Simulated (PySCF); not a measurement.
Sulfur: a sound run and one with changed settings

Sound run: S [Ne] 3s2 3p4, S⁺ [Ne] 3s2 3p3. Calculation: PySCF 2.14, in aug-cc-pVDZ-DK (5s4p2d, 27 functions); the spin-free X2C one-electron Hamiltonian (Gaussian nucleus). In the sound run the correlated levels freeze [Ne]. The sound run starts from symmetry-adapted Hartree-Fock orbitals and uses a fine grid where one is needed.

Changed run: initial guess atom, at most 8 SCF cycles. This setting is unsound on purpose.

```json
{"species": "S", "method": "UHF", "sound run (hartree)": "-398.57862", "changed run (hartree)": "-398.57862", "converged": "no"}
{"species": "S", "method": "MN15", "sound run (hartree)": "-399.21218", "changed run (hartree)": "-399.21218", "converged": "yes"}
{"species": "S", "method": "M06-L", "sound run (hartree)": "-399.18143", "changed run (hartree)": "-399.18143", "converged": "yes"}
{"species": "S⁺", "method": "UHF", "sound run (hartree)": "-398.24026", "changed run (hartree)": "-398.24026", "converged": "yes"}
{"species": "S⁺", "method": "MN15", "sound run (hartree)": "-398.83453", "changed run (hartree)": "-398.83453", "converged": "yes"}
{"species": "S⁺", "method": "M06-L", "sound run (hartree)": "-398.80112", "changed run (hartree)": "-398.80112", "converged": "yes"}
{"species": "S⁺", "method": "MP2", "sound run (hartree)": "-398.30989", "changed run (hartree)": "-398.30989", "converged": "yes"}
{"species": "S⁺", "method": "CCSD(T)", "sound run (hartree)": "-398.32972", "changed run (hartree)": "-398.32972", "converged": "yes"}
```

Ionisation energy of S:

| method | sound run (eV) | changed run (eV) |
| --- | --- | --- |
| MN15 | 10.276 | 10.276 |
| M06-L | 10.349 | 10.349 |

The SCF was stopped early; the energies are upper bounds that still move, and correlated levels were skipped or rest on poor orbitals.

For comparison, NIST gives 10.360 eV between the lowest levels.
